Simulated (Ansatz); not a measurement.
**C₂H₃FO (singlet): the correlation ladder, cc-pVDZ**

How much of the correlation energy of C₂H₃FO (singlet) does each wave-function method recover here?

Computed with Ansatz 0.2.0, Gaussian basis. Level: cc-pVDZ, core rule «outside noble gas», up to 4 orbitals frozen.

The runs, in order: UHF; CCSD(T) on RHF; CCSDT(Q) on RHF.

2 further runs of the same task are left out: 2 set aside as unsound or not needed.

## (1) What is computed

The geometry is an MP2(full)/6-31G* stationary point (not a proven minimum).

7 atoms, charge 0, spin multiplicity 1.

Atoms are counted from 1 here; the program's logs count them from 0.

Bond lengths: C1–O2 1.198 Å, C1–F3 1.368 Å, C1–C4 1.493 Å, C4–H5 1.088 Å, C4–H6 1.092 Å, C4–H7 1.092 Å. Angles: O2–C1–F3 120.7°, O2–C1–C4 129.3°, F3–C1–C4 110.1°, C1–C4–H5 109.7°, C1–C4–H6 109.4°, C1–C4–H7 109.4°, H5–C4–H6 110.3°, H5–C4–H7 110.3°, H6–C4–H7 107.7°.

## (2) UHF

in.yaml reads:

```yaml
crystal:
  periodic: [false, false, false]
  atoms:
    - {symbol: C, position_ang: [0.081969, 0.137779, 0.000000]}
    - {symbol: O, position_ang: [0.208620, 1.328582, 0.000000]}
    - {symbol: F, position_ang: [-1.161981, -0.431362, 0.000000]}
    - {symbol: C, position_ang: [1.131423, -0.924841, 0.000000]}
    - {symbol: H, position_ang: [2.117852, -0.465716, 0.000000]}
    - {symbol: H, position_ang: [1.006838, -1.557024, 0.881549]}
    - {symbol: H, position_ang: [1.006838, -1.557024, -0.881549]}
basis:
  gaussian: {orbitals: cc-pVDZ}
magnetization: {spin_polarized: true, initial_magnetization: 0}
hamiltonian: {xc: hf}
output: {orbitals: {seedname: orbitals}}
```

Started as:

```
ansatz run in.yaml --threads 1 --pin off --events-out ev --progress --plain --max-ram 3956MiB --backend cpu
```

The runs that follow: CCSD(T) on RHF; CCSDT(Q) on RHF.

Before running them: what should the planned runs give, taken together? Wanted: RCCSDT(Q) below the RHF energy; RMP2 from RCCSDT(Q); RCCSD from RCCSDT(Q); RCCSD(T) from RCCSDT(Q); T1 diagnostic.

**Answer**, as computed:

| quantity | value |
| --- | --- |
| RCCSDT(Q) below the RHF energy | -18.5776 eV |
| RMP2 from RCCSDT(Q) | +27.25 kcal/mol |
| RCCSD from RCCSDT(Q) | +13.45 kcal/mol |
| RCCSD(T) from RCCSDT(Q) | +1.57 kcal/mol |
| levels within 1 kcal/mol (43 meV) | none |
| T1 diagnostic | 0.015 |

What this shows: RCCSD(T) misses by +1.57 kcal/mol, 0.4 % of the correlation energy. These misses are within one basis, not against nature.
